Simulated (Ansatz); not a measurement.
Input file for Ansatz (a quantum-chemistry and plane-wave program): R-CCSD(T)/aug-cc-pVDZ on CH3NO (SMILES NC=O) with ghost functions.

Ansatz 0.2 input:
```yaml
crystal:
  periodic: [false, false, false]
  atoms:
    - {symbol: O, position_ang: [-1.14108700, 1.44521200, 0.00000000]}
    - {symbol: C, position_ang: [-0.06175400, 2.03094700, 0.00000000]}
    - {symbol: H, position_ang: [-0.01368700, 3.13016900, 0.00000000]}
    - {symbol: N, position_ang: [1.14108700, 1.43587700, 0.00000000]}
    - {symbol: H, position_ang: [1.21768600, 0.41652700, 0.00000000]}
    - {symbol: H, position_ang: [1.97144600, 2.00209500, 0.00000000]}
basis:
  gaussian:
    orbitals: aug-cc-pVDZ
    ghost_atoms:
      - {symbol: O, position_ang: [1.14108700, -1.44521200, 0.00000000]}
      - {symbol: C, position_ang: [0.06175400, -2.03094700, 0.00000000]}
      - {symbol: H, position_ang: [0.01368700, -3.13016900, 0.00000000]}
      - {symbol: N, position_ang: [-1.14108700, -1.43587700, 0.00000000]}
      - {symbol: H, position_ang: [-1.21768600, -0.41652700, 0.00000000]}
      - {symbol: H, position_ang: [-1.97144600, -2.00209500, 0.00000000]}
magnetization: {spin_polarized: false}
correlation: {method: ccsd_t, electrons: outside_noble_gas}
scf: {lower_state_search: off}
```

It printed:

```
WARN ansatz: RAYON_NUM_THREADS=6 ignored (pool sized by the plan → 6); use --threads N
Functional definition: HF
these checks for a lower state are left out or cut short: stability, starts, cluster_reference, orbital_swaps, neighbouring_geometries, increment
integrals: 0.74 GiB planned
1573 factors; integrals over basis functions are off by at most 1.2e-3 eV
mean field: 0.55 GiB planned
mean field evaluation 1: about -4594.4023 eV, gradient 4.0e1 eV
mean field evaluation 2: about -4594.4031 eV, gradient 4.0e1 eV
mean field evaluation 4: about -4597.6470 eV, gradient 4.2e0 eV
mean field evaluation 8: about -4597.7033 eV, gradient 3.8e-1 eV
mean field -4597.70487174 eV, -168.9625376002 hartree, gradient 1.5e-6 eV, S^2 0.000000; 0 other end points of the search recorded, 0 dependent functions left out
3 core orbitals not correlated
reference -4597.70487174 eV, -168.9625376002 hartree; 9, 9 occupied and 180, 180 virtual orbitals, 1573 factors
second order -13.94620671 eV of doubles, -0.00000000 eV of singles
coupled cluster: 1.78 GiB planned
cycle   1  -13.89614780 eV  change    5.0e-2 eV  update   1.0e-1
cycle   2  -14.27455221 eV  change   -3.8e-1 eV  update   3.3e-2
cycle   3  -14.38810207 eV  change   -1.1e-1 eV  update   1.8e-2
cycle   4  -14.38488342 eV  change    3.2e-3 eV  update   5.2e-3
cycle   5  -14.38029073 eV  change    4.6e-3 eV  update   2.4e-3
cycle   6  -14.38081016 eV  change   -5.2e-4 eV  update   7.6e-4
cycle   7  -14.38081584 eV  change   -5.7e-6 eV  update   3.2e-4
cycle   8  -14.38062069 eV  change    2.0e-4 eV  update   1.2e-4
cycle   9  -14.38059568 eV  change    2.5e-5 eV  update   4.5e-5
cycle  10  -14.38063193 eV  change   -3.6e-5 eV  update   2.1e-5
cycle  11  -14.38061196 eV  change    2.0e-5 eV  update   8.1e-6
perturbative correction -0.52815927 eV, -0.0194094953 hartree
Total energy: -4612.61364298 eV, -169.5104248376 hartree
Checks for a lower state left out: stability, starts, cluster_reference, orbital_swaps, neighbouring_geometries, increment
```

Self-consistency was reached.

Cost: about 50 core-seconds (a rough figure).
